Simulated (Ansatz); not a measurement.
# MgAlO radical: one structure at several levels

How do the functionals fare away from a minimum? The structure is a structure displaced at random from a GFN2-xTB minimum.

Method: single points in def2-TZVPP; program: Ansatz 0.2.0, Gaussian basis.

Cores are frozen in the correlated methods. The outer core shell of Li, Na, Mg and K is correlated. Orbitals are unrestricted.

**1. Where the work starts**

3 atoms, charge 0, spin multiplicity 2.

Atoms are counted from 1 here; the program's logs count them from 0.

Bond lengths: O1–Mg2 1.754 Å, O1–Al3 1.548 Å. Angles: Mg2–O1–Al3 172.9°.

Geometry (Å):

```xyz
3
AlMgO
O    -0.1048    0.0460    0.0621
Mg    1.3027    0.7926    0.7967
Al   -1.2234   -0.7057   -0.7002
```

**2. CCSD(T)/def2-TZVPP**

run/in.yaml reads:

```yaml
crystal:
  periodic: [false, false, false]
  atoms:
    - {symbol: O, position_ang: [-0.104800, 0.046000, 0.062100]}
    - {symbol: Mg, position_ang: [1.302700, 0.792600, 0.796700]}
    - {symbol: Al, position_ang: [-1.223400, -0.705700, -0.700200]}
basis:
  gaussian: {orbitals: def2-TZVPP}
magnetization: {spin_polarized: true, initial_magnetization: 1}
correlation: {method: ccsd_t}
scf: {omitted_lower_state_checks: [cluster_reference]}
output: {forces: true}
```

No record of the launch command was kept for these runs.

**3. PBE0-D4/def2-TZVPP**

run/in.yaml, as its differences from that of step 2:

```diff
@@ -9,4 +9,3 @@
 magnetization: {spin_polarized: true, initial_magnetization: 1}
-correlation: {method: ccsd_t}
-scf: {omitted_lower_state_checks: [cluster_reference]}
-output: {forces: true}
+hamiltonian: {xc: pbe0, dispersion: d4}
+output: {forces: true, orbitals: {seedname: orbitals}}
```

**4. wB97M-V/def2-TZVPP**

run/in.yaml, as its differences from that of step 3:

```diff
@@ -9,3 +9,3 @@
 magnetization: {spin_polarized: true, initial_magnetization: 1}
-hamiltonian: {xc: pbe0, dispersion: d4}
-output: {forces: true, orbitals: {seedname: orbitals}}
+hamiltonian: {xc: {name: wB97M-V}}
+output: {forces: true}
```

**5. r2SCAN-D4/def2-TZVPP**

run/in.yaml, as its differences from that of step 4:

```diff
@@ -9,3 +9,3 @@
 magnetization: {spin_polarized: true, initial_magnetization: 1}
-hamiltonian: {xc: {name: wB97M-V}}
+hamiltonian: {xc: r2scan, dispersion: d4}
 output: {forces: true}
```

**6. PBE-D4/def2-TZVPP**

run/in.yaml, as its differences from that of step 5:

```diff
@@ -9,3 +9,3 @@
 magnetization: {spin_polarized: true, initial_magnetization: 1}
-hamiltonian: {xc: r2scan, dispersion: d4}
+hamiltonian: {xc: pbe, dispersion: d4}
 output: {forces: true}
```

**7. wB97X-V/def2-TZVPP**

run/in.yaml, as its differences from that of step 6:

```diff
@@ -9,3 +9,3 @@
 magnetization: {spin_polarized: true, initial_magnetization: 1}
-hamiltonian: {xc: pbe, dispersion: d4}
+hamiltonian: {xc: {name: wB97X-V}}
 output: {forces: true}
```

**8. revPBE-D4/def2-TZVPP**

run/in.yaml, as its differences from that of step 7:

```diff
@@ -9,3 +9,3 @@
 magnetization: {spin_polarized: true, initial_magnetization: 1}
-hamiltonian: {xc: {name: wB97X-V}}
+hamiltonian: {xc: {name: revPBE}, dispersion: d4}
 output: {forces: true}
```

(Steps that only read results are left out.)

Before running it: what results should come out? Wanted: energy less free atoms, CCSD(T)/def2-TZVPP; RMS force component; RMS force error; HOMO and LUMO, PBE0-D4; T1 diagnostic.

As calculated:

```
                                  quantity                                                                                             value
energy less free atoms, CCSD(T)/def2-TZVPP                                                                                   -178.3 kcal/mol
                       RMS force component                                                              2.259 to 2.543 eV/Å over the methods
                           RMS force error  PBE0-D4 0.152, wB97M-V 0.081, r2SCAN-D4 0.133, PBE-D4 0.133, wB97X-V 0.083, revPBE-D4 0.231 eV/Å
                    HOMO and LUMO, PBE0-D4                                                                                -5.28 and -2.54 eV
                             T1 diagnostic                                                                                             0.015
```

In words: Against CCSD(T) the functionals' energies less atoms differ by -13.6 to -4.6 kcal/mol, PBE-D4 by -12.1 kcal/mol. CCSD(T) in triple zeta still lacks some correlation energy of the bonds, so part of these gaps is its own basis error and they don't rank the functionals. The forces of wB97M-V come nearest to CCSD(T), those of revPBE-D4 are farthest. Frozen-core CCSD(T) forces in triple zeta carry basis errors of their own, and this is one geometry, so small gaps rank nothing.
